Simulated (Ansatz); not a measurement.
Relaxation of C2H3F3 (8 atoms, charge 0, multiplicity 1), to a largest force component of 0.015 eV/Å in at most 40 steps.

All numbers below come from Ansatz, RKS PBE0/def2-SVP.

```xyz
8
Properties=species:S:1:pos:R:3:forces:R:3
F -1.154 -0.664 1.164 -0.47 0.17 0.18
C -0.210 0.194 0.709 0.23 -0.62 0.42
C 0.121 -0.151 -0.730 -5.15 0.22 -1.35
F -0.464 0.806 -1.579 1.38 -0.59 1.11
F -0.547 -1.295 -1.096 1.03 0.50 0.65
H 0.653 0.085 1.373 0.50 -0.04 -0.05
H -0.530 1.232 0.788 -0.35 0.38 -0.17
H 1.123 -0.281 -0.934 2.83 -0.01 -0.79
```

Task: Where does it end, and by what steps?

Result: It converged. The force dipped under the threshold on the way, but the program's further checks kept it going. After 8 steps the energy has fallen by 0.435 eV; F1 moved furthest, 0.57 Å.

```json
{"step": "0", "energy less start (eV)": "0.0000", "largest force component (eV/Å)": "5.153", "accepted": "yes"}
{"step": "1", "energy less start (eV)": "-0.2573", "largest force component (eV/Å)": "1.494", "accepted": "yes"}
{"step": "2", "energy less start (eV)": "-0.3017", "largest force component (eV/Å)": "0.150", "accepted": "yes"}
{"step": "3", "energy less start (eV)": "-0.3642", "largest force component (eV/Å)": "0.413", "accepted": "yes"}
{"step": "4", "energy less start (eV)": "-0.3537", "largest force component (eV/Å)": "1.000", "accepted": "no"}
{"step": "5", "energy less start (eV)": "-0.4050", "largest force component (eV/Å)": "0.207", "accepted": "yes"}
{"step": "6", "energy less start (eV)": "-0.4291", "largest force component (eV/Å)": "0.056", "accepted": "yes"}
{"step": "7", "energy less start (eV)": "-0.4349", "largest force component (eV/Å)": "0.007", "accepted": "yes"}
{"step": "8", "energy less start (eV)": "-0.4351", "largest force component (eV/Å)": "0.009", "accepted": "yes"}
```

```xyz
8
Properties=species:S:1:pos:R:3
F -1.476 -0.210 1.049
C -0.214 0.166 0.710
C 0.058 -0.136 -0.742
F -0.815 0.522 -1.530
F -0.076 -1.456 -0.981
H 0.518 -0.380 1.330
H -0.088 1.249 0.878
H 1.085 0.171 -1.019
```

Run time: 23 s on 1 thread of Intel(R) Xeon(R) Platinum 8488C (Sapphire Rapids) (shared host), peak memory 0.19 GiB.
